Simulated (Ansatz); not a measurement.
A ladder of methods for SiH2O (SMILES O=[SiH2])

The species is SiH2O (4 atoms), meant as a singlet with charge 0. As SMILES, `O=[SiH2]`. Geometry: relaxed at PBE0-D4/def2-TZVP.

```xyz
4

O    -0.2832    0.4135    1.4695
Si   -0.0067    0.0098    0.0349
H     0.4399   -1.3460   -0.3762
H    -0.1500    0.9227   -1.1283
```

Each level gives the energy change with the O1–Si2 bond stretched from 1.516 to 1.895 Å (eV). The values are calculated.

| level | kind | program | value (eV) | less FCI/STO-3G |
| --- | --- | --- | --- | --- |
| HF/STO-3G (restricted) | Hartree–Fock | Ansatz | 2.29 | +1.17 |
| PBE/STO-3G (restricted) | GGA | Ansatz | 1.38 | +0.26 |
| r2SCAN/STO-3G (restricted) | meta-GGA | Ansatz | 1.64 | +0.52 |
| B3LYP/STO-3G (restricted) | global hybrid | Ansatz | 1.64 | +0.52 |
| CAM-B3LYP/STO-3G (restricted) | range-separated hybrid | Ansatz | 1.88 | +0.76 |
| RPA@PBE/STO-3G (restricted) | RPA | Ansatz | 1.08 | -0.04 |
| CCSD/STO-3G (restricted) | coupled cluster or CI | Ansatz | 1.39 | +0.27 |
| CCSDT(Q)/STO-3G (restricted) | coupled cluster or CI | Ansatz | 1.12 | 0.00 |
| FCI/STO-3G | exact in the basis | Ansatz | 1.12 | 0.00 |

FCI/STO-3G is exact within its basis and frozen core, so for wave-function methods in that basis the difference is their error; functionals converge differently with the basis, so for them it is only a difference. The first shape isn't each level's own minimum. The values span 1.08 to 2.29 eV. All rows use very small basis sets, so none should be taken for the real molecule's value.
